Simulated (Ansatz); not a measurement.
`C#CNCN` at its PBE0-D4/def2-TZVP geometry, where that method's forces vanish. The species carries charge 0 and has multiplicity 1.

```json
{"atom": "C1", "x (Å)": "2.148", "y (Å)": "-0.757", "z (Å)": "-1.501"}
{"atom": "C2", "x (Å)": "1.390", "y (Å)": "-0.493", "z (Å)": "-0.605"}
{"atom": "N3", "x (Å)": "0.536", "y (Å)": "-0.137", "z (Å)": "0.365"}
{"atom": "C4", "x (Å)": "-0.850", "y (Å)": "0.176", "z (Å)": "-0.024"}
{"atom": "N5", "x (Å)": "-1.589", "y (Å)": "0.868", "z (Å)": "0.982"}
{"atom": "H6", "x (Å)": "2.831", "y (Å)": "-0.988", "z (Å)": "-2.282"}
{"atom": "H7", "x (Å)": "0.601", "y (Å)": "-0.706", "z (Å)": "1.198"}
{"atom": "H8", "x (Å)": "-0.776", "y (Å)": "0.792", "z (Å)": "-0.922"}
{"atom": "H9", "x (Å)": "-1.397", "y (Å)": "-0.735", "z (Å)": "-0.293"}
{"atom": "H10", "x (Å)": "-1.797", "y (Å)": "0.285", "z (Å)": "1.781"}
{"atom": "H11", "x (Å)": "-1.097", "y (Å)": "1.693", "z (Å)": "1.301"}
```

For each bond, give half the difference of the two atoms' forces along it (eV/Å; positive pushes the atoms apart) under PBE-D4, r2SCAN-D4, B3LYP-D4, ωB97M-V in def2-TZVPP. (Best estimate.)

Computed: 
```tsv
bond	length (Å)	PBE-D4	r2SCAN-D4	B3LYP-D4	ωB97M-V
C1–C2	1.204	0.92	0.36	-0.09	-0.44
C1–H6	1.063	-0.40	-0.25	-0.10	0.06
C2–N3	1.339	-0.46	-0.21	0.14	0.57
N3–C4	1.473	0.15	0.26	0.19	0.02
N3–H7	1.011	0.24	0.00	-0.08	-0.20
C4–N5	1.427	0.03	0.09	0.20	0.28
C4–H8	1.092	0.11	-0.07	-0.14	-0.15
C4–H9	1.096	0.09	-0.08	-0.13	-0.15
N5–H10	1.011	0.23	0.00	-0.04	-0.08
N5–H11	1.012	0.24	0.00	-0.04	-0.08
```

B3LYP here is the variant with VWN-RPA as its local correlation; programs differ in this.
